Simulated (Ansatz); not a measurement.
Mulliken charges of `C=C(O)S` from ωB97M-V/def2-TZVPP in Ansatz (PBE0-D4/def2-TZVP geometry).

```json
{"atom": "C1", "x (Å)": "-0.362", "y (Å)": "0.900", "z (Å)": "-0.647", "charge (e)": "-0.274"}
{"atom": "C2", "x (Å)": "0.208", "y (Å)": "0.051", "z (Å)": "0.198", "charge (e)": "0.159"}
{"atom": "O3", "x (Å)": "1.514", "y (Å)": "0.157", "z (Å)": "0.541", "charge (e)": "-0.268"}
{"atom": "S4", "x (Å)": "-0.631", "y (Å)": "-1.264", "z (Å)": "1.048", "charge (e)": "-0.126"}
{"atom": "H5", "x (Å)": "0.247", "y (Å)": "1.634", "z (Å)": "-1.160", "charge (e)": "0.100"}
{"atom": "H6", "x (Å)": "-1.427", "y (Å)": "0.885", "z (Å)": "-0.820", "charge (e)": "0.104"}
{"atom": "H7", "x (Å)": "1.832", "y (Å)": "-0.705", "z (Å)": "0.831", "charge (e)": "0.185"}
{"atom": "H8", "x (Å)": "-1.381", "y (Å)": "-1.658", "z (Å)": "0.009", "charge (e)": "0.120"}
```

Problem. By hand: the dipole of these point charges (1 e Å = 4.8032 D).

Solution. Σ q r = (-0.144, -0.195, -0.115) e Å, of length 0.268 e Å = 1.29 D.

Problem. How does the dipole of the full density compare? (Best estimate.)

Solution. Computed: (-0.061, -0.265, -0.096) e Å, 1.39 D; the point charges give 0.93 times that, at 22° from its direction.

Point charges leave out the atoms' own dipoles, such as those of lone pairs, and Mulliken's split depends on the basis, so the two needn't agree.
